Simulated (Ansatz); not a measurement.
Pt3F: from a trial structure to a relaxed crystal

Theory: DFT PBE, scalar-relativistic, plane waves, PAW (Ansatz 0.2.0). Cutoff 420 eV, Γ-centred k mesh, Gaussian smearing, no spin polarisation in the final step.

Pt3F was placed on the TiAl3 (D0_22) structure type (I4/mmm, No. 139), with F in place of Ti, Pt in place of Al, at a guessed volume.

```yaml
crystal:
  lattice:
    - [-1.84895, 1.84895, 4.13012]
    - [1.84895, -1.84895, 4.13012]
    - [1.84895, 1.84895, -4.13012]
  atoms:
    - { symbol: Pt, position: [0.50000, 0.50000, 0.00000] }
    - { symbol: Pt, position: [0.25000, 0.75000, 0.50000] }
    - { symbol: Pt, position: [0.75000, 0.25000, 0.50000] }
    - { symbol: F, position: [0.00000, 0.00000, 0.00000] }
```

Cell and atoms relax at zero pressure; the relaxation can't lower the symmetry of the start. After a coarse first stage the cell is made exact in the group found at 0.06 Å.

Formation energies are uncorrected and refer to the elements' standard structures at the same level (F₂ as a molecule).

Q: Which crystal results?

A: It keeps I4/mmm (No. 139). The result has the TiAl3 (D0_22) structure. Conventional cell: a = 4.032 Å, c = 7.176 Å. Around Pt on Wyckoff site b (1 atom of the primitive cell) lie 8 Pt at 2.70 Å and 4 F at 2.85 Å; Pt on Wyckoff site d (2 atoms of the primitive cell) is coordinated by 4 F at 2.70 Å and 8 Pt at 2.70–2.85 Å; F has 12 Pt at 2.70–2.85 Å.

Space group I4/mmm (No. 139). a = 4.032 Å, b = 4.032 Å, c = 7.176 Å, α = 90.00°, β = 90.00°, γ = 90.00°
| atom | site | symmetry | x | y | z |
| --- | --- | --- | --- | --- | --- |
| Pt | 2b | 4/mmm | 0.5000 | 0.5000 | 0.0000 |
| Pt | 4d | -4m2 | 0.5000 | 0.0000 | 0.2500 |
| F | 2a | 4/mmm | 0.0000 | 0.0000 | 0.0000 |

Q: What are its volume, energy, density and gap?

A: The volume per atom is 14.58 Å³ and the density is 17.20 g/cm³. The energy over the elements is 0.13 eV/atom and the gap on the 16×16×16 mesh is 0 eV (a metal).

The final run used a 16×16×16 mesh on its 4-atom cell and 0.10 eV smearing. For metals, differences of a few meV/atom aren't resolved. Spin–orbit coupling is left out. Symmetry constrained the relaxation, so the result can be a saddle point. The steps took roughly 2.9 core-minutes in all.